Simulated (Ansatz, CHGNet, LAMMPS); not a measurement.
Equilibrium lattice constant a of B20 (FeSi-type) FeSi: levels of theory against measurement

Reference value: 4.483 Å (measured, temperature not stated, not corrected to a static lattice; as tabulated in Wikipedia's data pages).

```csv
level (code),value (Å)
MEAM AlSiMgCuFe.meam (LAMMPS),4.694
CHGNet-r²SCAN,4.398
LDA (Ansatz),4.369
BLYP (Ansatz),[?]
PBE (Ansatz),4.448
revPBE (Ansatz),[?]
PBE-D3(BJ) (Ansatz),4.401
PBE-D4 (Ansatz),4.405
r²SCAN (Ansatz),4.403
r²SCAN-D4 (Ansatz),[?]
r²SCAN+rVV10 (Ansatz),4.395
PBE0 (Ansatz),[?]
```

Question: Fill in the missing entries.

Answer: 
- BLYP (Ansatz, a quantum-chemistry and plane-wave program), value (Å): 4.520
- revPBE (Ansatz), value (Å): 4.468
- r²SCAN-D4 (Ansatz), value (Å): 4.390
- PBE0 (Ansatz), value (Å): 4.380

Differences against the reference: MEAM AlSiMgCuFe.meam +4.71 %, CHGNet-r²SCAN -1.90 %, LDA -2.54 %, BLYP +0.83 %, PBE -0.78 %, revPBE -0.33 %, PBE-D3(BJ) -1.83 %, PBE-D4 -1.74 %, r²SCAN -1.78 %, r²SCAN-D4 -2.07 %, r²SCAN+rVV10 -1.96 %, PBE0 -2.30 %.

Leaving aside MEAM AlSiMgCuFe.meam (doubt noted below): The reference's temperature isn't stated, so close values are not ranked against it. Off by more than 1.25 %, or 1.75 % on the side where a correction would as a rule narrow the miss (bounds picked here): LDA (-2.54 %), PBE0 (-2.30 %), r²SCAN-D4 (-2.07 %), r²SCAN+rVV10 (-1.96 %), CHGNet-r²SCAN (-1.90 %), PBE-D3(BJ) (-1.83 %), r²SCAN (-1.78 %).

The measured value isn't corrected to a static lattice, so vibrations enter the comparison. A static lattice is as a rule a little smaller than the measured one. The crystal itself was run without spin with LDA, BLYP, PBE, revPBE, PBE-D3(BJ), PBE-D4, r²SCAN, r²SCAN-D4, r²SCAN+rVV10, PBE0; a magnetic state was not tried in these runs. MEAM AlSiMgCuFe.meam: the potential file covers more elements than this solid holds. Cutoffs and k meshes differ between the levels. Ansatz's density-functional and Hartree–Fock values are scalar-relativistic unless marked +SOC, with PAW data made under PBE.

Empirical potentials (MEAM AlSiMgCuFe.meam) are fitted to chosen data: where that held the value shown, agreement is built in, and what lay outside the fit can be far off. Machine-learned potentials (CHGNet-r²SCAN) are trained on DFT data: a solid inside that data is no test of them.

Differences are worked out from the printed values.
